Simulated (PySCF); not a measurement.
C3H6O2S: core ionisation energies

Species: C3H6O2S.
Bonds: C1–C2 (double), C2–S3, S3–C4, S3–O5 (double), S3–O6 (double). Hydrogens: H7, H8 on C1; H9 on C2; H10, H11, H12 on C4.

Computed, not measured: delta-SCF UKS SCAN, pcX-2 on the ionised atom, pcseg-1 elsewhere, spin-free X2C (PySCF 2.14.0). Each binding energy is the total energy of the core-ionised species, with the hole localised on one atom, minus that of the ground state; both are solved self-consistently, so orbital relaxation is included.

**Question.** List the computed XPS lines with their assignment.

**Answer.** 
| atom(s) | environment | level | binding energy (eV) | 2p1/2 (eV) | above the level's lowest (eV) | count |
| --- | --- | --- | --- | --- | --- | --- |
| S3 | sulfonyl sulfur | S 2p3/2 | 173.93 | 175.16 | 0.00 | 1 |
| C1 | terminal =CH2 carbon | C 1s | 291.40 | – | 0.00 | 1 |
| C2 | alkene CH carbon | C 1s | 291.50 | – | +0.10 | 1 |
| C4 | S-methyl carbon | C 1s | 291.72 | – | +0.32 | 1 |
| O5/O6 | sulfonyl oxygen | O 1s | 537.54 | – | 0.00 | 2 |
| S3 | sulfonyl sulfur | S 1s | 2482.71 | – | 0.00 | 1 |

Lowest listed C 1s: C1, bonded to C (double bond) and 2 H. Highest, 0.32 eV above it: C4, bonded to S and 3 H.

**Question.** Which effective nuclear charge Zeff reproduces each element's mean 1s value in the hydrogen-like formula E = 13.606 eV × Zeff²?

**Answer.** C (Z = 6): mean 291.5 eV, Zeff = 4.63, Z − Zeff = 1.37; O (Z = 8): mean 537.5 eV, Zeff = 6.29, Z − Zeff = 1.71; S (Z = 16): mean 2482.7 eV, Zeff = 13.51, Z − Zeff = 2.49. Means run over the listed sites, weighted by atom count.

**Question.** Express the binding energy of S 1s of S3 in atomic units and per mole.

**Answer.** 2482.71 eV = 91.2379 Eh = 239545 kJ/mol.

Topologically equivalent atoms share the value of their first member; where this conformer doesn't relate them by symmetry, their own values could differ. The 2p values aren't plain energy differences: one relaxed spin-free 2p hole is combined with a matrix within the shell (ground-state 2p orbital-energy differences and spin–orbit coupling). 2p3/2, the mean of its two sublevels, lies a third of the splitting below the shell's mean and 2p1/2 two thirds above it; the statistical areas are 2:1. 2p1/2 minus 2p3/2 (ligand field included): S 1.23 eV. The structure is a single PBE0-D3(BJ)/def2-SVP conformer in the gas phase; no vibrational or solvent corrections.

Conformer computed: `[CH2:1]=[CH:2][S:3]([CH3:4])(=[O:5])=[O:6]`: C1–C2–S3–C4 -115°.
